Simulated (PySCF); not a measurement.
**SiH2F2: spin-spin couplings and electronic excitations at several levels of theory**

Aim: compute the spin-spin couplings and electronic excitations of SiH2F2 (`F[SiH2]F`) at several levels, and see how far they spread and what each costs.

Computed with PySCF 2.14.0, with density-fitted response routines of our own, on a single molecule in the gas phase. Atoms are numbered from 0 throughout.

## 1. Starting geometry

5 atoms, charge 0, multiplicity 1; geometry from: PBE0-D3(BJ)/def2-SVP.

Bonds of the start (Å): F0–Si1 1.61, Si1–F2 1.61, Si1–H3 1.48, Si1–H4 1.48.

## 2. Spin-spin couplings: B3LYP/aug-cc-pVTZ-J

What the job is given:

```
{"job": {"kind": "j", "xc": "B3LYP", "basis": "aug-cc-pVTZ-J"}, "charge": 0, "multiplicity": 1}
F     -1.283127    -1.053623    -0.140963
Si    -0.018013    -0.059867    -0.044639
F      1.315712    -0.953497    -0.181191
H     -0.019196     0.578263     1.290811
H     -0.073666     0.884917    -1.183038
```

Method: B3LYP/aug-cc-pVTZ-J indirect spin-spin coupling, non-relativistic, gas phase.

Launch:

```
$ OMP_NUM_THREADS=1 python probes_run.py task.json out
```

This one command runs all jobs of the session in turn.

The log of the run:

```text
coarse grid: 5040 points
cycle   1  E = -490.5451825010  dE =  7.993e-02  |g| = 7.807e-01  |ddm| = 2.435e+00
cycle   2  E = -490.3539744919  dE =  1.912e-01  |g| = 1.400e+00  |ddm| = 1.245e+00
cycle   3  E = -490.6354797893  dE = -2.815e-01  |g| = 3.888e-02  |ddm| = 8.115e-01
cycle   4  E = -490.6356625203  dE = -1.827e-04  |g| = 1.490e-02  |ddm| = 4.331e-02
cycle   5  E = -490.6356902383  dE = -2.772e-05  |g| = 1.368e-03  |ddm| = 1.033e-02
cycle   6  E = -490.6356906398  dE = -4.015e-07  |g| = 3.617e-04  |ddm| = 1.447e-03
final grid: 45880 points
cycle   7  E = -490.6352795512  dE = -5.495e-05  |g| = 2.498e-03  |ddm| = 1.152e-01
cycle   8  E = -490.6352790121  dE =  5.391e-07  |g| = 2.815e-03  |ddm| = 3.208e-03
cycle   9  E = -490.6352799979  dE = -9.858e-07  |g| = 6.701e-04  |ddm| = 1.953e-03
cycle  10  E = -490.6352800553  dE = -5.741e-08  |g| = 7.916e-05  |ddm| = 4.191e-04
cycle  11  E = -490.6352800557  dE = -3.904e-10  |g| = 1.889e-05  |ddm| = 5.784e-05
converged SCF energy = -490.6352800557

Indirect spin-spin couplings (Hz)
  i      j    bonds     total        FC       PSO       DSO        SD
  0 F    1 Si   1    426.357   348.248    84.331    -0.217    -6.006
  0 F    2 F    2    -12.837   -33.024    -8.927    -1.349    30.463
  0 F    3 H    2     59.421    62.015    -0.217    -1.615    -0.762
  0 F    4 H    2     59.668    62.272    -0.228    -1.610    -0.766
  1 Si   2 F    1    426.428   348.275    84.367    -0.217    -5.997
  1 Si   3 H    1   -305.925  -306.287     1.135    -0.369    -0.404
  1 Si   4 H    1   -306.143  -306.505     1.135    -0.368    -0.404
  2 F    3 H    2     59.810    62.423    -0.245    -1.605    -0.762
  2 F    4 H    2     59.346    61.935    -0.209    -1.618    -0.762
  3 H    4 H    2     47.929    48.118     2.087    -2.350     0.074
```

Wall time 12 s (1 thread of Arm Neoverse V1, shared host); peak memory 0.71 GiB.

Couplings of 1 Hz or more, nine at most for each number of bonds, with means over like pairs (isotopes 19F, 1H, 29Si):

| pair | bonds | J (Hz) | Fermi contact (Hz) |
| --- | --- | --- | --- |
| F0–Si1 | 1 | 426.4 | 348.3 |
| Si1–H3 | 1 | -306.0 | -306.4 |
| F0–H3 | 2 | 59.6 | 62.2 |
| H3–H4 | 2 | 47.9 | 48.1 |
| F0–F2 | 2 | -12.8 | -33.0 |

## 3. J couplings: B3LYP/def2-TZVP

What the job is given:

```
{"job": {"kind": "j", "xc": "B3LYP", "basis": "def2-TZVP"}, "charge": 0, "multiplicity": 1}
F     -1.283127    -1.053623    -0.140963
Si    -0.018013    -0.059867    -0.044639
F      1.315712    -0.953497    -0.181191
H     -0.019196     0.578263     1.290811
H     -0.073666     0.884917    -1.183038
```

Method: B3LYP/def2-TZVP indirect spin-spin coupling, non-relativistic, gas phase.

The log of the run:

```text
coarse grid: 5040 points
cycle   1  E = -490.5403218889  dE =  9.686e-02  |g| = 7.776e-01  |ddm| = 1.736e+00
cycle   2  E = -490.3499119146  dE =  1.904e-01  |g| = 1.390e+00  |ddm| = 8.996e-01
cycle   3  E = -490.6324157214  dE = -2.825e-01  |g| = 3.045e-02  |ddm| = 5.786e-01
cycle   4  E = -490.6325413879  dE = -1.257e-04  |g| = 1.291e-02  |ddm| = 3.290e-02
cycle   5  E = -490.6325644855  dE = -2.310e-05  |g| = 1.247e-03  |ddm| = 9.367e-03
cycle   6  E = -490.6325648441  dE = -3.586e-07  |g| = 3.385e-04  |ddm| = 1.227e-03
final grid: 45880 points
cycle   7  E = -490.6324611446  dE = -2.305e-05  |g| = 8.271e-04  |ddm| = 8.671e-03
cycle   8  E = -490.6324611573  dE = -1.275e-08  |g| = 6.214e-04  |ddm| = 5.486e-04
cycle   9  E = -490.6324611926  dE = -3.527e-08  |g| = 3.711e-04  |ddm| = 3.768e-04
cycle  10  E = -490.6324612117  dE = -1.908e-08  |g| = 2.094e-05  |ddm| = 1.424e-04
cycle  11  E = -490.6324612117  dE = -3.740e-11  |g| = 1.060e-05  |ddm| = 1.352e-05
converged SCF energy = -490.6324612117

Indirect spin-spin couplings (Hz)
  i      j    bonds     total        FC       PSO       DSO        SD
  0 F    1 Si   1    402.444   322.351    86.588    -0.229    -6.267
  0 F    2 F    2    -33.661   -48.064   -14.833    -1.328    30.564
  0 F    3 H    2     50.337    53.933    -1.283    -1.596    -0.716
  0 F    4 H    2     50.553    54.159    -1.292    -1.592    -0.723
  1 Si   2 F    1    402.568   322.429    86.625    -0.229    -6.257
  1 Si   3 H    1   -240.905  -241.268     1.211    -0.370    -0.477
  1 Si   4 H    1   -241.141  -241.504     1.211    -0.370    -0.478
  2 F    3 H    2     50.705    54.316    -1.307    -1.586    -0.718
  2 F    4 H    2     50.245    53.836    -1.276    -1.599    -0.716
  3 H    4 H    2     37.561    38.660     1.181    -2.336     0.056
```

Wall time 5.2 s (1 thread of Arm Neoverse V1, shared host); peak memory 0.43 GiB.

This basis has no tight s functions, so the Fermi-contact terms are rough.

This run: J(F0,Si1) 402.5 Hz, J(Si1,H3) -241.0 Hz, J(F0,H3) 50.5 Hz (means over like pairs).

## 4. Spin-spin couplings: B3LYP/cc-pVTZ

What the job is given:

```
{"job": {"kind": "j", "xc": "B3LYP", "basis": "cc-pVTZ"}, "charge": 0, "multiplicity": 1}
F     -1.283127    -1.053623    -0.140963
Si    -0.018013    -0.059867    -0.044639
F      1.315712    -0.953497    -0.181191
H     -0.019196     0.578263     1.290811
H     -0.073666     0.884917    -1.183038
```

With the program's defaults for keys left out, this is: B3LYP/cc-pVTZ indirect spin-spin coupling, non-relativistic, gas phase.

The log of the run:

```text
coarse grid: 5040 points
cycle   1  E = -490.5225341454  dE =  1.036e-01  |g| = 7.887e-01  |ddm| = 3.850e+00
cycle   2  E = -490.3350451489  dE =  1.875e-01  |g| = 1.395e+00  |ddm| = 1.952e+00
cycle   3  E = -490.6163412418  dE = -2.813e-01  |g| = 2.916e-02  |ddm| = 1.209e+00
cycle   4  E = -490.6164713716  dE = -1.301e-04  |g| = 1.198e-02  |ddm| = 5.572e-02
cycle   5  E = -490.6164935148  dE = -2.214e-05  |g| = 1.375e-03  |ddm| = 1.807e-02
cycle   6  E = -490.6164939522  dE = -4.374e-07  |g| = 3.139e-04  |ddm| = 2.919e-03
final grid: 45880 points
cycle   7  E = -490.6161192292  dE = -2.335e-05  |g| = 1.958e-03  |ddm| = 2.539e-02
cycle   8  E = -490.6161186348  dE =  5.944e-07  |g| = 2.812e-03  |ddm| = 4.322e-03
cycle   9  E = -490.6161196954  dE = -1.061e-06  |g| = 1.935e-04  |ddm| = 2.638e-03
cycle  10  E = -490.6161197003  dE = -4.819e-09  |g| = 2.805e-05  |ddm| = 1.847e-04
cycle  11  E = -490.6161197003  dE = -4.650e-11  |g| = 1.670e-05  |ddm| = 3.626e-05
converged SCF energy = -490.6161197003

Indirect spin-spin couplings (Hz)
  i      j    bonds     total        FC       PSO       DSO        SD
  0 F    1 Si   1    371.297   293.032    84.697    -0.233    -6.200
  0 F    2 F    2    -26.644   -41.272   -15.594    -1.326    31.548
  0 F    3 H    2     45.789    50.014    -1.777    -1.599    -0.849
  0 F    4 H    2     45.953    50.185    -1.785    -1.594    -0.852
  1 Si   2 F    1    371.303   292.993    84.734    -0.233    -6.191
  1 Si   3 H    1   -225.657  -226.260     1.149    -0.365    -0.182
  1 Si   4 H    1   -225.904  -226.509     1.150    -0.364    -0.182
  2 F    3 H    2     46.094    50.330    -1.799    -1.589    -0.848
  2 F    4 H    2     45.657    49.878    -1.771    -1.602    -0.849
  3 H    4 H    2     36.809    38.251     0.815    -2.344     0.087
```

Wall time 5.9 s (1 thread of Arm Neoverse V1, shared host); peak memory 0.44 GiB.

This basis has no tight s functions, so the Fermi-contact terms are rough.

In short: J(F0,Si1) 371.3 Hz, J(Si1,H3) -225.8 Hz, J(F0,H3) 45.9 Hz (means over like pairs).

## 5. J couplings: B3LYP/6-31G*

What the job is given:

```
{"job": {"kind": "j", "xc": "B3LYP", "basis": "6-31G*"}, "charge": 0, "multiplicity": 1}
F     -1.283127    -1.053623    -0.140963
Si    -0.018013    -0.059867    -0.044639
F      1.315712    -0.953497    -0.181191
H     -0.019196     0.578263     1.290811
H     -0.073666     0.884917    -1.183038
```

With the program's defaults for keys left out, this is: B3LYP/6-31G* indirect spin-spin coupling, non-relativistic, gas phase.

The log of the run:

```text
coarse grid: 5040 points
cycle   1  E = -490.3938112518  dE =  1.266e-01  |g| = 7.887e-01  |ddm| = 1.886e+00
cycle   2  E = -490.2176577440  dE =  1.762e-01  |g| = 1.318e+00  |ddm| = 1.364e+00
cycle   3  E = -490.4971841379  dE = -2.795e-01  |g| = 1.806e-02  |ddm| = 8.682e-01
cycle   4  E = -490.4972694703  dE = -8.533e-05  |g| = 6.709e-03  |ddm| = 3.216e-02
cycle   5  E = -490.4972811642  dE = -1.169e-05  |g| = 7.209e-04  |ddm| = 8.087e-03
cycle   6  E = -490.4972812985  dE = -1.343e-07  |g| = 3.481e-04  |ddm| = 1.037e-03
final grid: 45880 points
cycle   7  E = -490.4851823142  dE = -3.208e-06  |g| = 2.367e-03  |ddm| = 6.046e-03
cycle   8  E = -490.4851812041  dE =  1.110e-06  |g| = 3.572e-03  |ddm| = 3.468e-03
cycle   9  E = -490.4851832017  dE = -1.998e-06  |g| = 5.685e-05  |ddm| = 2.135e-03
cycle  10  E = -490.4851832024  dE = -6.983e-10  |g| = 3.165e-05  |ddm| = 8.836e-05
cycle  11  E = -490.4851832025  dE = -1.453e-10  |g| = 1.405e-05  |ddm| = 2.746e-05
converged SCF energy = -490.4851832025

Indirect spin-spin couplings (Hz)
  i      j    bonds     total        FC       PSO       DSO        SD
  0 F    1 Si   1    288.617   219.930    73.037    -0.274    -4.075
  0 F    2 F    2      9.877    15.131   -30.531    -1.225    26.501
  0 F    3 H    2     48.179    52.069    -1.974    -1.506    -0.410
  0 F    4 H    2     48.408    52.305    -1.981    -1.502    -0.414
  1 Si   2 F    1    288.628   219.906    73.063    -0.274    -4.067
  1 Si   3 H    1   -242.413  -242.439     1.003    -0.397    -0.580
  1 Si   4 H    1   -242.616  -242.641     1.001    -0.397    -0.579
  2 F    3 H    2     48.456    52.355    -1.994    -1.496    -0.410
  2 F    4 H    2     48.107    51.995    -1.968    -1.510    -0.411
  3 H    4 H    2     38.633    40.689     0.187    -2.264     0.021
```

Wall time 2.2 s (1 thread of Arm Neoverse V1, shared host); peak memory 0.44 GiB.

The basis is not made for couplings: without tight functions at the nuclei these values are rough.

This run: J(F0,Si1) 288.6 Hz, J(Si1,H3) -242.5 Hz, J(F0,H3) 48.3 Hz (means over like pairs).

## 6. Ultraviolet spectrum: HF/def2-SVPD

What the job is given:

```
{"job": {"kind": "uv", "xc": "HF", "basis": "def2-SVPD", "ip": true}, "charge": 0, "multiplicity": 1}
F     -1.283127    -1.053623    -0.140963
Si    -0.018013    -0.059867    -0.044639
F      1.315712    -0.953497    -0.181191
H     -0.019196     0.578263     1.290811
H     -0.073666     0.884917    -1.183038
```

Level: TDDFT HF/def2-SVPD, vertical, gas phase, core orbitals frozen in the response.

The log of the run:

```text
final grid: 45880 points
cycle   1  E = -488.7818373784  dE = -1.206e-01  |g| = 5.890e-01  |ddm| = 2.296e+00
cycle   2  E = -488.8355723227  dE = -5.373e-02  |g| = 3.443e-01  |ddm| = 9.660e-01
cycle   3  E = -488.8545868881  dE = -1.901e-02  |g| = 3.977e-02  |ddm| = 2.420e-01
cycle   4  E = -488.8550485728  dE = -4.617e-04  |g| = 7.044e-03  |ddm| = 1.124e-01
cycle   5  E = -488.8550695828  dE = -2.101e-05  |g| = 1.061e-03  |ddm| = 3.547e-02
cycle   6  E = -488.8550701460  dE = -5.632e-07  |g| = 2.511e-04  |ddm| = 4.101e-03
cycle   7  E = -488.8550701879  dE = -4.186e-08  |g| = 4.955e-05  |ddm| = 7.185e-04
cycle   8  E = -488.8550701893  dE = -1.426e-09  |g| = 1.153e-05  |ddm| = 1.683e-04
cycle   9  E = -488.8550701893  dE = -3.411e-11  |g| = 4.168e-06  |ddm| = 1.735e-05
converged SCF energy = -488.8550701893

Static polarisability (au): isotropic 23.318, principal 22.594 22.850 24.510

Singlet excitations
state   eV       nm        f      main configurations
  1   9.7315    127.4   0.00000   H->L+1 0.92
  2  10.0999    122.8   0.12263   H->L+2 0.68, H->L 0.20
  3  10.9907    112.8   0.22247   H->L 0.58, H->L+2 0.21, H->L+3 0.13
  4  12.6107     98.3   0.35467   H-1->L+1 0.80
  5  12.7074     97.6   0.60999   H->L+4 0.52, H-1->L+2 0.35
  6  12.7656     97.1   0.48036   H->L+3 0.66, H->L 0.17, H->L+9 0.09
  7  13.2301     93.7   0.01109   H-1->L 0.31, H->L+6 0.24, H-1->L+2 0.19
  8  13.7345     90.3   0.08010   H-1->L+2 0.30, H->L+6 0.20, H->L+4 0.17
  9  13.9553     88.8   0.01106   H->L+7 0.68, H-1->L+1 0.10
 10  14.0193     88.4   0.07498   H-2->L+1 0.47, H-1->L 0.18

Triplet excitations (Tamm-Dancoff, eV): 8.7155 8.7971 9.5967 10.3985
Vertical ionisation energy (delta-SCF) = 12.8142 eV
```

Run time: 1.3 s. Hardware: 1 thread of Arm Neoverse V1, shared host; peak memory 0.44 GiB.

Frontier orbitals and where they lie:

| orbital | eV | atoms |
| --- | --- | --- |
| HOMO−3 | -18.25 | F0 48 %, F2 47 %, Si1 5 % |
| HOMO−2 | -17.80 | F0 49 %, F2 49 % |
| HOMO−1 | -16.34 | Si1 31 %, H4 17 %, H3 17 % |
| HOMO | -13.76 | Si1 37 %, H3 24 %, H4 24 % |
| LUMO | 2.47 | Si1 76 %, F0 6 %, F2 6 % |
| LUMO+1 | 3.07 | Si1 39 %, H4 17 %, H3 17 % |
| LUMO+2 | 3.15 | Si1 46 %, H4 16 %, H3 16 % |

With each of the 10 states as a Gaussian band of 0.4 eV half-width at 1/e, the curve within the window shown has maxima at 123 nm (ε 5,000), 113 nm (ε 9,000) L/(mol cm). Beyond the last state computed it falls off for lack of states. The curve at chosen wavelengths:

```csv
nm,ε (L/mol/cm)
100,32816
101,19165
103,4048
104,1525
106,534
107,1007
108,2025
110,5508
111,7376
113,9031
114,8410
115,7120
117,4478
118,3850
120,4144
121,4623
122,4969
124,4677
125,4051
127,2439
128,1704
129,1116
131,398
132,218
134,56
135,26
```

Ground-state properties from the same run:

| property | computed |
| --- | --- |
| dipole moment (D) | 1.98 |
| polarisability (Å³) | 3.46 |
| HOMO–LUMO gap (eV) | 16.23 |
| −ε(HOMO) (eV) | 13.76 |

## 7. TDDFT and polarisability: LDA/def2-SVPD

What the job is given:

```
{"job": {"kind": "uv", "xc": "LDA", "basis": "def2-SVPD", "ip": true}, "charge": 0, "multiplicity": 1}
F     -1.283127    -1.053623    -0.140963
Si    -0.018013    -0.059867    -0.044639
F      1.315712    -0.953497    -0.181191
H     -0.019196     0.578263     1.290811
H     -0.073666     0.884917    -1.183038
```

Level: TDDFT LDA/def2-SVPD, vertical, gas phase, core orbitals frozen in the response.

The log of the run:

```text
coarse grid: 5040 points
cycle   1  E = -487.7207478901  dE =  1.278e-01  |g| = 6.194e-01  |ddm| = 2.485e+00
cycle   2  E = -487.4403293595  dE =  2.804e-01  |g| = 1.453e+00  |ddm| = 1.606e+00
cycle   3  E = -487.7875161905  dE = -3.472e-01  |g| = 3.760e-02  |ddm| = 1.083e+00
cycle   4  E = -487.7878571151  dE = -3.409e-04  |g| = 1.714e-02  |ddm| = 1.182e-01
cycle   5  E = -487.7879307719  dE = -7.366e-05  |g| = 3.118e-03  |ddm| = 2.769e-02
cycle   6  E = -487.7879329059  dE = -2.134e-06  |g| = 6.745e-04  |ddm| = 3.918e-03
final grid: 45880 points
cycle   7  E = -487.8208600915  dE = -7.733e-06  |g| = 1.446e-03  |ddm| = 1.846e-02
cycle   8  E = -487.8208590763  dE =  1.015e-06  |g| = 2.882e-03  |ddm| = 3.711e-03
cycle   9  E = -487.8208604419  dE = -1.366e-06  |g| = 2.468e-04  |ddm| = 2.214e-03
cycle  10  E = -487.8208604538  dE = -1.189e-08  |g| = 4.369e-05  |ddm| = 4.051e-04
cycle  11  E = -487.8208604543  dE = -5.040e-10  |g| = 1.641e-05  |ddm| = 7.522e-05
converged SCF energy = -487.8208604543

Static polarisability (au): isotropic 28.107, principal 27.530 27.699 29.092

Singlet excitations
state   eV       nm        f      main configurations
  1   7.7306    160.4   0.00000   H->L 1.00
  2   7.9322    156.3   0.01944   H->L+1 0.99
  3   8.9950    137.8   0.12217   H->L+2 0.89, H->L+3 0.10
  4   9.6073    129.1   0.00338   H-2->L 0.94
  5   9.6280    128.8   0.01719   H-1->L 0.59, H-2->L+1 0.39
  6   9.7243    127.5   0.00030   H-3->L 0.94
  7   9.7778    126.8   0.03711   H-1->L+1 0.88, H->L+4 0.09
  8   9.9250    124.9   0.00001   H-3->L+1 0.99
  9   9.9788    124.2   0.09443   H-2->L+1 0.57, H-1->L 0.33
 10  10.1476    122.2   0.17676   H->L+3 0.75

Triplet excitations (Tamm-Dancoff, eV): 7.3009 7.5135 8.4212 9.0349
Vertical ionisation energy (delta-SCF) = 12.2999 eV
```

Run time: 4.5 s. Hardware: 1 thread of Arm Neoverse V1, shared host; peak memory 0.44 GiB.

This run: HOMO -8.53 eV, LUMO -1.00 eV; lowest singlet 7.73 eV.

## 8. TDDFT and polarisability: PBE/def2-SVPD

What the job is given:

```
{"job": {"kind": "uv", "xc": "PBE", "basis": "def2-SVPD", "ip": true}, "charge": 0, "multiplicity": 1}
F     -1.283127    -1.053623    -0.140963
Si    -0.018013    -0.059867    -0.044639
F      1.315712    -0.953497    -0.181191
H     -0.019196     0.578263     1.290811
H     -0.073666     0.884917    -1.183038
```

Level: TDDFT PBE/def2-SVPD, vertical, gas phase, core orbitals frozen in the response.

The log of the run:

```text
coarse grid: 5040 points
cycle   1  E = -489.7593499071  dE =  1.352e-01  |g| = 6.697e-01  |ddm| = 2.496e+00
cycle   2  E = -489.4480436718  dE =  3.113e-01  |g| = 1.527e+00  |ddm| = 1.657e+00
cycle   3  E = -489.8367056483  dE = -3.887e-01  |g| = 4.318e-02  |ddm| = 1.136e+00
cycle   4  E = -489.8372301137  dE = -5.245e-04  |g| = 1.831e-02  |ddm| = 1.400e-01
cycle   5  E = -489.8373170783  dE = -8.696e-05  |g| = 3.340e-03  |ddm| = 2.925e-02
cycle   6  E = -489.8373197355  dE = -2.657e-06  |g| = 6.117e-04  |ddm| = 4.652e-03
final grid: 45880 points
cycle   7  E = -489.9154752958  dE = -8.843e-06  |g| = 2.609e-03  |ddm| = 2.205e-02
cycle   8  E = -489.9154718708  dE =  3.425e-06  |g| = 5.261e-03  |ddm| = 5.561e-03
cycle   9  E = -489.9154763853  dE = -4.514e-06  |g| = 1.456e-04  |ddm| = 3.802e-03
cycle  10  E = -489.9154763881  dE = -2.844e-09  |g| = 9.980e-05  |ddm| = 2.066e-04
cycle  11  E = -489.9154763898  dE = -1.609e-09  |g| = 1.272e-05  |ddm| = 8.010e-05
cycle  12  E = -489.9154763898  dE = -3.888e-11  |g| = 2.285e-06  |ddm| = 2.229e-05
converged SCF energy = -489.9154763898

Static polarisability (au): isotropic 27.730, principal 27.235 27.375 28.579

Singlet excitations
state   eV       nm        f      main configurations
  1   7.9028    156.9   0.00000   H->L 1.00
  2   8.0559    153.9   0.01762   H->L+1 0.99
  3   9.0210    137.4   0.09006   H->L+2 0.92
  4   9.6182    128.9   0.00365   H-2->L 0.94
  5   9.6313    128.7   0.00740   H-2->L+1 0.50, H-1->L 0.49
  6   9.7353    127.4   0.00000   H-3->L 0.93
  7   9.8173    126.3   0.04528   H-1->L+1 0.91
  8   9.8994    125.2   0.00001   H-3->L+1 0.99
  9   9.9751    124.3   0.10229   H-2->L+1 0.46, H-1->L 0.44
 10  10.1238    122.5   0.18946   H->L+3 0.76

Triplet excitations (Tamm-Dancoff, eV): 7.3895 7.5685 8.3573 9.0208
Vertical ionisation energy (delta-SCF) = 12.2358 eV
```

It took 7.1 s on 1 thread of Arm Neoverse V1, shared host; peak memory 0.44 GiB.

This run: HOMO -8.50 eV, LUMO -0.76 eV; lowest singlet 7.90 eV.

## 9. Ultraviolet spectrum: B3LYP/def2-SVPD

What the job is given:

```
{"job": {"kind": "uv", "xc": "B3LYP", "basis": "def2-SVPD", "ip": true}, "charge": 0, "multiplicity": 1}
F     -1.283127    -1.053623    -0.140963
Si    -0.018013    -0.059867    -0.044639
F      1.315712    -0.953497    -0.181191
H     -0.019196     0.578263     1.290811
H     -0.073666     0.884917    -1.183038
```

Method: TDDFT B3LYP/def2-SVPD, vertical, gas phase, core orbitals frozen in the response.

The log of the run:

```text
coarse grid: 5040 points
cycle   1  E = -490.1463224451  dE =  8.842e-02  |g| = 6.785e-01  |ddm| = 2.448e+00
cycle   2  E = -489.9966642623  dE =  1.497e-01  |g| = 1.188e+00  |ddm| = 1.430e+00
cycle   3  E = -490.2255457645  dE = -2.289e-01  |g| = 3.316e-02  |ddm| = 8.411e-01
cycle   4  E = -490.2257921473  dE = -2.464e-04  |g| = 9.478e-03  |ddm| = 8.187e-02
cycle   5  E = -490.2258130180  dE = -2.087e-05  |g| = 6.315e-04  |ddm| = 1.641e-02
cycle   6  E = -490.2258131182  dE = -1.002e-07  |g| = 2.816e-04  |ddm| = 9.666e-04
final grid: 45880 points
cycle   7  E = -490.2826712155  dE = -4.967e-06  |g| = 1.739e-03  |ddm| = 1.136e-02
cycle   8  E = -490.2826704933  dE =  7.221e-07  |g| = 2.756e-03  |ddm| = 2.894e-03
cycle   9  E = -490.2826716948  dE = -1.201e-06  |g| = 5.460e-05  |ddm| = 1.845e-03
cycle  10  E = -490.2826716952  dE = -3.693e-10  |g| = 3.931e-05  |ddm| = 8.110e-05
cycle  11  E = -490.2826716954  dE = -2.271e-10  |g| = 1.192e-05  |ddm| = 3.368e-05
converged SCF energy = -490.2826716954

Static polarisability (au): isotropic 26.434, principal 25.813 26.032 27.458

Singlet excitations
state   eV       nm        f      main configurations
  1   8.3925    147.7   0.00000   H->L 1.00
  2   8.6103    144.0   0.02998   H->L+1 0.98
  3   9.5619    129.7   0.12160   H->L+2 0.99
  4  10.4373    118.8   0.04028   H-1->L 0.71, H-2->L+1 0.26
  5  10.5930    117.0   0.00998   H-2->L 0.68, H-1->L+1 0.28
  6  10.6578    116.3   0.05651   H-1->L+1 0.65, H-2->L 0.22, H->L+4 0.09
  7  10.7734    115.1   0.17708   H->L+3 0.76, H-3->L 0.21
  8  10.8298    114.5   0.12534   H-3->L 0.78, H->L+3 0.19
  9  10.9059    113.7   0.10665   H-2->L+1 0.69, H-1->L 0.23
 10  10.9112    113.6   0.00170   H-3->L+1 0.96

Triplet excitations (Tamm-Dancoff, eV): 7.8598 8.0534 8.8163 9.6521
Vertical ionisation energy (delta-SCF) = 12.7428 eV
```

Wall time 5.9 s (1 thread of Arm Neoverse V1, shared host); peak memory 0.44 GiB.

This run: HOMO -9.83 eV, LUMO -0.14 eV; lowest singlet 8.39 eV.

(Part 1 of 2 ends here.)
